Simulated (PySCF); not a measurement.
# Bond curve of NaP

Set-up: basis Na aug-cc-pVDZ, P aug-cc-pV(D+d)Z; no relativity; PySCF 2.14. Energies in eV from Na + P in their ground configurations at the same level. State: ³Σ⁻ (triplet), unpaired electrons π ↑↑.

Curves on a restricted Hartree–Fock reference rise too fast on stretching and do not dissociate correctly.

| R (Å) | TPSSh | ROHF-SCS-MP2 | ROHF-MP2 |
| --- | --- | --- | --- |
| 2.296 | -1.044 | -0.4856 | -0.4420 |
| 2.403 | -1.271 | -0.7234 | -0.6800 |
| 2.510 | -1.399 | -0.8602 | -0.8166 |
| 2.590 | -1.446 | -0.9142 | -0.8701 |
| 2.670 | -1.461 | -0.9368 | -0.8920 |
| 2.750 | -1.453 | -0.9348 | -0.8892 |
| 2.857 | -1.414 | -0.9031 | -0.8564 |
| 2.990 | -1.334 | -0.8297 | -0.7814 |
| 3.151 | -1.211 | -0.7094 | -0.6587 |
| 3.364 | -1.030 | -0.5189 | -0.4648 |

Question: Put a parabola through the three lowest points of the TPSSh curve and estimate Re, k and ωe (reduced mass 13.2 u; 1 eV/Å² = 0.16022 mdyn/Å; ωe = 1302.8·√(k/μ) cm⁻¹).

Answer: Through R = 2.59, 2.67, 2.75 Å the second-order coefficient is 1.80 eV/Å², so Re ≈ 2.682 Å, k ≈ 0.576 mdyn/Å and ωe ≈ 272 cm⁻¹. A polynomial fit of higher order to the unrounded TPSSh energies gives Re = 2.679 Å, k = 0.584 mdyn/Å, ωe = 274 cm⁻¹; anharmonicity and rounding make the difference.

The higher-order fit for each curve: TPSSh: Re = 2.679 Å, ωe = 274 cm⁻¹, De = 1.46 eV; ROHF-SCS-MP2: Re = 2.702 Å, ωe = 266 cm⁻¹, De = 0.94 eV; ROHF-MP2: Re = 2.699 Å, ωe = 268 cm⁻¹, De = 0.89 eV.

Correlated steps freeze 6 core orbitals. Correlated levels converge slowly with the basis: in double zeta they bind strong bonds too weakly, by up to about 1 eV, and carry superposition errors of some tenths. The state is the lowest determinant that a PBE0 search found; another state may lie lower at other levels.
